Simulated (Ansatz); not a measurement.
## Down a group: vertical spin gaps of Si–CH₂, Ge–CH2

Ansatz 0.2.0, basis cc-pVTZ; geometries are PBE0/def2-TZVP minima. Wave-function levels freeze the cores with the filled d shells of p-block atoms; HF, MP2 and coupled cluster are restricted for singlets and unrestricted otherwise, restricted open-shell where a d shell is frozen, Kohn–Sham unrestricted where that lies lower. NEVPT2 stands on CASSCF in the full valence space. The reference is CCSDT(Q) (coupled cluster only where its series has nearly closed). Semilocal and hybrid functionals correlate all electrons outside any core potential and usually lie nearer their basis limit than the reference, so part of their error here is the reference's basis and frozen-core error; RPA and the MP2 part of double hybrids freeze the same cores as the reference. An error is the level's value less the reference. None of these values is a measured one. Energies are electronic, without zero-point terms. No spin–orbit coupling and no scalar relativity. The species are chosen: bound, without strong static correlation by their natural occupations or amplitudes, in their lowest spin state as far as vertical gaps and like structures tell, and with a ladder that closes on the reference, so errors are smaller than for species at large; levels whose determinant breaks symmetry or spin markedly are left out.

```
        species                                    bonds (Å)                        quantity  symmetry of the states  reference  value (kcal/mol)  error CCSD  error CCSD(T)  error NEVPT2  error PBE  error wB97M-V
Si–CH2, singlet  C–Si 1.702, C–H 1.090, angles at C 113/123°  triplet less singlet, vertical                 A1 / A2   CCSDT(Q)              45.9        -3.3           -0.2          -0.6       -0.8            0.5
Ge–CH2, singlet  C–Ge 1.786, C–H 1.089, angles at C 114/123°  triplet less singlet, vertical                 A1 / A2   CCSDT(Q)              41.2        -3.4           -0.3          -0.5       -0.7           -2.8
```

The reference falls from Si to Ge, by 4.7 kcal/mol in all.
